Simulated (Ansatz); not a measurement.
Nudged elastic band run: CH3NO2

Input:

```yaml
crystal:
  periodic: [false, false, false]
  atoms:
    - { symbol: "N", position_ang: [-0.663031, 0.754639, 0.530348] }
    - { symbol: C, position_ang: [0.152635, -0.110661, 0.047309] }
    - { symbol: O, position_ang: [1.13248, -0.653998, 0.800626] }
    - { symbol: O, position_ang: [0.238056, -0.646998, -1.201231] }
    - { symbol: H, position_ang: [-1.353261, 1.078451, -0.160417] }
    - { symbol: H, position_ang: [1.025292, -0.236504, 1.678913] }
    - { symbol: H, position_ang: [-0.47087, -0.252929, -1.741148] }
basis:
  gaussian: { orbitals: def2-SVP }
hamiltonian:
  xc: revpbe
  dispersion: d4
neb:
  order_check: false
  images: 7
  f_tol: 0.2
  max_iterations: 60
  final_atoms:
    - { symbol: "N", position_ang: [-0.42521144, 0.35391939, 0.66564256] }
    - { symbol: C, position_ang: [0.51336424, -0.39690048, -0.04343675] }
    - { symbol: O, position_ang: [1.48996504, -0.92056557, 0.45049543] }
    - { symbol: O, position_ang: [0.21975364, -0.54813128, -1.37714778] }
    - { symbol: H, position_ang: [-0.91118283, 1.11852207, 0.19275149] }
    - { symbol: H, position_ang: [-0.13105246, 0.57791065, 1.61773158] }
    - { symbol: H, position_ang: [-0.69433519, -0.25275478, -1.55163654] }
  initial_path:
    images:
      - { positions_ang: [[-0.663031, 0.754639, 0.530348], [0.152635, -0.110661, 0.047309], [1.13248, -0.653998, 0.800626], [0.238056, -0.646998, -1.201231], [-1.353261, 1.078451, -0.160417], [1.025292, -0.236504, 1.678913], [-0.47087, -0.252929, -1.741148]] }
      - { positions_ang: [[-0.60890334, 0.71918838, 0.55563728], [0.17942665, -0.13433573, 0.05448556], [1.15430694, -0.68477716, 0.78365938], [0.23997365, -0.63845652, -1.19780915], [-1.31396877, 1.05620383, -0.13326132], [0.8954124, -0.14919286, 1.60834565], [-0.48494653, -0.23662994, -1.7166574]] }
      - { positions_ang: [[-0.55477567, 0.68373777, 0.58092655], [0.2062183, -0.15801046, 0.06166213], [1.17613388, -0.71555633, 0.76669276], [0.24189129, -0.62991505, -1.1943873], [-1.27467654, 1.03395667, -0.10610563], [0.7655328, -0.06188173, 1.5377783], [-0.49902307, -0.22033087, -1.6921668]] }
      - { positions_ang: [[-0.50064801, 0.64828715, 0.60621583], [0.23300995, -0.1816852, 0.06883869], [1.19796082, -0.74633549, 0.74972615], [0.24380894, -0.62137357, -1.19096546], [-1.23538431, 1.0117095, -0.07894995], [0.63565321, 0.02542941, 1.46721095], [-0.5130996, -0.20403181, -1.66767621]] }
      - { positions_ang: [[-0.44652035, 0.61283654, 0.63150511], [0.2598016, -0.20535993, 0.07601525], [1.21978776, -0.77711465, 0.73275953], [0.24572659, -0.61283209, -1.18754361], [-1.19609208, 0.98946234, -0.05179427], [0.50577361, 0.11274054, 1.3966436], [-0.52717613, -0.18773275, -1.64318561]] }
      - { positions_ang: [[-0.44119312, 0.54810725, 0.64003947], [0.32319226, -0.25324507, 0.04615225], [1.28733208, -0.81297738, 0.6621935], [0.23923335, -0.59665689, -1.23494465], [-1.12486477, 1.02172727, 0.00934217], [0.34656709, 0.22903307, 1.4519156], [-0.5689659, -0.20398825, -1.62029834]] }
      - { positions_ang: [[-0.4358659, 0.48337796, 0.64857383], [0.38658292, -0.3011302, 0.01628925], [1.3548764, -0.84884011, 0.59162748], [0.23274012, -0.58048169, -1.28234569], [-1.05363746, 1.05399221, 0.07047861], [0.18736058, 0.3453256, 1.50718759], [-0.61075566, -0.22024376, -1.59741107]] }
      - { positions_ang: [[-0.43053867, 0.41864868, 0.65710819], [0.44997358, -0.34901534, -0.01357375], [1.42242072, -0.88470284, 0.52106146], [0.22624688, -0.56430649, -1.32974674], [-0.98241015, 1.08625714, 0.13161505], [0.02815406, 0.46161812, 1.56245959], [-0.65254542, -0.23649927, -1.57452381]] }
      - { positions_ang: [[-0.42521144, 0.35391939, 0.66564256], [0.51336424, -0.39690048, -0.04343675], [1.48996504, -0.92056557, 0.45049543], [0.21975364, -0.54813128, -1.37714778], [-0.91118283, 1.11852207, 0.19275149], [-0.13105246, 0.57791065, 1.61773158], [-0.69433519, -0.25275478, -1.55163654]] }
```

Command:

```bash
$ ansatz run input.yaml --threads 1 --pin off --max-ram 2048MiB --backend cpu --events-out ev --progress --plain --runs-dir out
```

Output, in part (warnings, iteration lines, the closing report on the highest movable image, with atoms numbered from 0):

```
NEB end point (image 0): max|allowed force component| = 9.310e-3 eV/Å (the criterion of neb.relax_end_points is 4.000e-2)
NEB end point (image 8): max|allowed force component| = 4.203e-3 eV/Å (the criterion of neb.relax_end_points is 4.000e-2)
NEB iter   1: max|band force component| = 6.302e0 eV/Å  barrier→ = 2.2381 eV  barrier← = 2.9160 eV  Δτ_max = 0.1689 Å  (244 SCF iters)
NEB iter   2: max|band force component| = 2.863e0 eV/Å  barrier→ = 1.3640 eV  barrier← = 2.0419 eV  Δτ_max = 0.1360 Å  (226 SCF iters)
NEB iter   3: max|band force component| = 1.308e0 eV/Å  barrier→ = 1.0753 eV  barrier← = 1.7532 eV  Δτ_max = 0.0705 Å  (214 SCF iters)
NEB iter   4: max|band force component| = 1.012e0 eV/Å  barrier→ = 1.0838 eV  barrier← = 1.7618 eV  Δτ_max = 0.0412 Å  (214 SCF iters)
NEB iter   5: max|band force component| = 1.114e0 eV/Å  barrier→ = 1.0791 eV  barrier← = 1.7571 eV  CI = image 3  Δτ_max = 0.1135 Å  (219 SCF iters)
NEB iter   6: max|band force component| = 4.608e-1 eV/Å  barrier→ = 1.1827 eV  barrier← = 1.8606 eV  CI = image 3  Δτ_max = 0.0237 Å  (223 SCF iters)
NEB iter   7: max|band force component| = 1.434e-1 eV/Å  barrier→ = 1.1794 eV  barrier← = 1.8573 eV  CI = image 3  Δτ_max = 0.0000 Å  (421 SCF iters)
Total energy: -6662.04441502 eV, -244.8256165560 hartree
Atom 0 at    -0.468119     0.593281     0.606516 Å, force    -0.058609     0.074032     0.047569 eV/Å
Atom 1 at     0.308569    -0.269243    -0.033781 Å, force     0.024178    -0.006711    -0.001463 eV/Å
Atom 2 at     1.200179    -0.714425     0.783727 Å, force     0.035777    -0.024532    -0.019277 eV/Å
Atom 3 at     0.275849    -0.690099    -1.305987 Å, force     0.003732    -0.046796    -0.021179 eV/Å
Atom 4 at    -1.229565     1.145919     0.201365 Å, force    -0.003322    -0.009499    -0.005855 eV/Å
Atom 5 at     0.461428     0.149117     1.457721 Å, force    -0.003032    -0.000065     0.025379 eV/Å
Atom 6 at    -0.487041    -0.282550    -1.755162 Å, force     0.001276     0.013571    -0.025173 eV/Å
Dipole moment:    -0.592471     0.344186    -0.420208 e Å
```

It converged. The threshold of 0.2 eV/Å is loose, so the images may lie well off the minimum-energy path. Another band between the same ends (7 images) ends at a top of the same energy, where a vibrational analysis finds 1 clearly imaginary mode. The orbitals stay closed-shell, which can raise the energy where a bond breaks towards radicals; this wasn't checked here.

Final band (atoms are numbered from 1 in the order of the input):

```
image  path coordinate (Å)  energy (kJ/mol)  O3–H6 (Å)  N1–H6 (Å)
    0                 0.00              0.0       0.98       2.27
    1                 0.31             14.8       0.99       1.96
    2                 0.62             62.6       1.06       1.64
    3                 0.93            113.8       1.32       1.34
    4                 1.19             68.4       1.60       1.15
    5                 1.44             -5.8       1.91       1.05
    6                 1.70            -49.3       2.22       1.02
    7                 1.95            -63.3       2.45       1.02
    8                 2.20            -65.4       2.50       1.02
```

Run time: 88 s on 1 thread of Arm Neoverse V1, with other jobs on the host, peak memory 0.12 GiB.
